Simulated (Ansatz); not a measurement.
Born–Oppenheimer molecular dynamics of CH4Cl (6 atoms, charge 0, multiplicity 2). It starts from a rough guess of a transition structure, not a stationary point.

Computed with UKS B3LYP/def2-SVP (Ansatz 0.2.0).

```json
{
 "ensemble": "NVE (velocity Verlet)",
 "time step": "0.5 fs",
 "steps asked": "150",
 "starting velocities drawn for": "300 K",
 "seed": "864597"
}
```

First frame:

```xyz
6
Properties=species:S:1:pos:R:3
H -0.800 -0.380 0.370
C 0.343 0.287 -0.083
Cl 1.123 -0.684 -1.285
H -1.601 -0.842 0.693
H -0.024 1.217 -0.496
H 0.960 0.402 0.800
```

How far do the bonds stretch over the last three quarters of this one trajectory? (Pairs bonded in most of those frames.)


```
  bond  mean (Å)  spread (Å)  shortest  longest
 H1–H4     0.767       0.035      0.71     0.81
C2–Cl3     1.711       0.054      1.64     1.80
 C2–H5     1.093       0.020      1.06     1.12
 C2–H6     1.093       0.026      1.05     1.13
```

Mean temperature of the second half: 1069 K. The conserved energy stayed within 0.25 meV per atom of its start (net change -0.069 meV per atom), so the integration is sound. The system heated up, since it started high on the potential surface and ran downhill. A run of 0.075 ps of so small a system gives no equilibrium averages.

The run took 3.9 min on 1 thread of Arm Neoverse V1 (shared host), peak memory 0.11 GiB.
